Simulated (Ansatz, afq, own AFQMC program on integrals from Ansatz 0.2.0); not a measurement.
Two steps: Ansatz 0.2.0 writes the Fock matrix and Cholesky factors of the valence space, and afq projects on them the lowest state that overlaps trial and start.

```yaml
crystal:
  periodic: [false, false, false]
  atoms:
    - {symbol: Hf, position_ang: [0.000000, 0.000000, 0.000000]}
    - {symbol: S, position_ang: [0.000000, 0.000000, 2.163711]}
basis:
  gaussian: {orbitals: def2-SVP}
magnetization: {spin_polarized: true, initial_magnetization: 2}
correlation: {method: ccsd_t, electrons: outside_noble_gas, hamiltonian_folder: ham}
```

```sh
$ ansatz run in.yaml --threads 1 --pin off --events-out ev --progress --plain --max-ram 24576MiB --backend cuda --devices 0, --max-vram 18GiB
```

afq runs on the folder ham with

```
--method phaseless --trial cisd --walkers 4000 --populations 20 --least-time 60 --time-step 0.005 --steps-per-block 50 --equilibration-blocks 40 --max-blocks 4000 --target-error 0.00019 --factor-cut 1e-05 --start spin_pure --seed 520 --release-times 0.24,0.6,1.2,2,3,4.2 --release-step 0.04 --release-every 3 --taylor-order 6
```

Times are imaginary, in 1/Eh. The walk had a cap of 181 s. With eight or more populations the least sampling time is a fifth of least-time, and the error comes from their spread. Core potentials past Kr, no spin–orbit coupling.

Output of the walk:

```
orbitals 41  electrons 6 4  factors 338 of 482
reference energy -444.84210415 Eh
CCSD correlation -0.19544742 Eh in 14 cycles, weight of the determinant in the CISD state 0.8731
energy of the start -445.037051 Eh
 block  time / (1/Eh)  mean weight  energy / Eh
     1     0.250  1.0000  -445.035686
     2     0.500  1.0001  -445.037887
     3     0.750  1.0000  -445.040892
     4     1.000  1.0001  -445.042897
     5     1.250  1.0002  -445.044421
     7     1.750  0.9999  -445.046893
     9     2.250  1.0001  -445.047856
    13     3.250  1.0002  -445.049419
    19     4.750  1.0001  -445.050340
    25     6.250  0.9999  -445.050282
    31     7.750  1.0000  -445.051258
    37     9.250  0.9998  -445.051355
    43    10.750  1.0005  -445.051041
    49    12.250  1.0002  -445.049986
    55    13.750  1.0000  -445.048981
    61    15.250  1.0002  -445.049763
    67    16.750  0.9999  -445.050709
    73    18.250  1.0001  -445.049677
    79    19.750  0.9997  -445.050148
    85    21.250  0.9998  -445.051736
    91    22.750  0.9999  -445.050444
    97    24.250  1.0001  -445.048784
   103    25.750  0.9998  -445.050179
   109    27.250  1.0002  -445.049714
   112    28.000  1.0004  -445.048277
   115    28.750  0.9994  -445.050592
   121    30.250  0.9999  -445.050334
   127    31.750  1.0003  -445.049412
   133    33.250  0.9997  -445.048570
   136    34.000  1.0001  -445.051257
error from the spread of 20 populations
released: time / (1/Eh)  energy / Eh  error  mean overlap
  0.24  -445.050154  0.000199  0.9998
  0.60  -445.050314  0.000161  0.9993
  1.20  -445.050589  0.000125  0.9991
  2.00  -445.054533  0.004035  0.9975
  3.00  -445.050704  0.000207  0.9963
  4.20  -445.050793  0.000395  0.9861
energy -445.050067 +/- 0.000255 Eh
(rows thinned)
```

The run passed its tests (sampling time, drift between the halves within three errors, error under three times the target), which doesn't prove that it has relaxed, ending at its cap on processor time.

Against this walk (error 7.0 meV) on the same determinant: CCSD(T) 8.4 meV higher (within the noise), CCSDT(Q) 32.2 meV lower. The error is statistical and leaves out the bias of the constraint. The released energies have errors that jump between times, so the bars are unsure (meV from the phaseless value at times in 1/Eh: -7 ± 4 at 0.60, -14 ± 3 at 1.20, -122 ± 110 at 2.00, -17 ± 6 at 3.00, -20 ± 11 at 4.20), so they give no level. CCSDT(Q) is the surest value here, so the walk's 32 meV above it is most likely the bias of the constraint with this trial, which can have either sign.

Cautions: constraint bias not in the error; error above the target (7.0 against 5.2 meV); no spin-orbit coupling; outer-core shells of the metal frozen; another spin lies lower (by 852 meV); (T) is large, 6 % of the CCSD correlation.

The walk took 3 min on 1 × NVIDIA H100 80GB HBM3 with 2 threads of AMD EPYC 7R13 Processor (Zen 3) (shared host) (the card was shared). The log's last line is the phaseless energy.

CCSDT and higher add their correlation energy to the determinant of the CCSD(T) run, since their own runs factorise the integrals more tightly (a shift of under 2 meV). A walk keeps the symmetry of its determinant, which the program's search chose and which needn't be the lowest solution, so a lower state of the same spin and another symmetry isn't excluded.
